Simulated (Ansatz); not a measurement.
Species: HO (charge 0, doublet). SMILES: [OH]
Coordinates optimised at B3LYP-D3(BJ)/def2-TZVP (Ansatz, a quantum-chemistry and plane-wave program):
```
O
H 1 0.9767
```
Charge 0, spin multiplicity 2.

Quantity: vertical ionisation energy to the triplet, in eV. Conventions: spin-orbit terms left out; frozen cores in correlated levels; 6-31G* and kin with 6d, 5d where marked; each state is the SCF solution reached for its charge and spin; 6-311+G** with 5d; UHF or UKS for open shells; non-relativistic. Basis-set limits of correlation are two-point, X^-3; Hartree-Fock from the larger set. First-principles rows: single points at B3LYP-D3(BJ) geometries (Ansatz).

Coupled cluster (Ansatz) is a level with limits of its own, used here on species with T1 under 0.025 (0.045 for open shells) and stable references: CCSD(T)/CBS(aug-cc-pVTZ,aug-cc-pVQZ).

Value to compare with, CCSD(T)/CBS(aug-cc-pVTZ,aug-cc-pVQZ) (Ansatz): 13.09 eV.

| level | program | vertical ionisation energy to the triplet (eV) | difference |
|---|---|---|---|
| B3LYP/STO-3G | Ansatz | 10.48 | -2.61 |
| B3LYP/3-21G | Ansatz | 12.54 | -0.55 |
| B3LYP/6-31G* | Ansatz | 13.03 | -0.06 |
| B3LYP/6-311+G** | Ansatz | 13.32 | 0.23 |
| B3LYP/def2-TZVPD | Ansatz | 13.31 | 0.22 |

Among the 4 habitual levels, B3LYP/STO-3G lies farthest from CCSD(T)/CBS(aug-cc-pVTZ,aug-cc-pVQZ) (Ansatz) (-2.61 eV) and B3LYP/6-31G* nearest (-0.06); 1 of 4 lie above it, and their mean absolute difference is 0.86 eV, the median 0.39. One case shows no general order.

The sets are all those run for this method; runs whose electronic state is in doubt are left out.
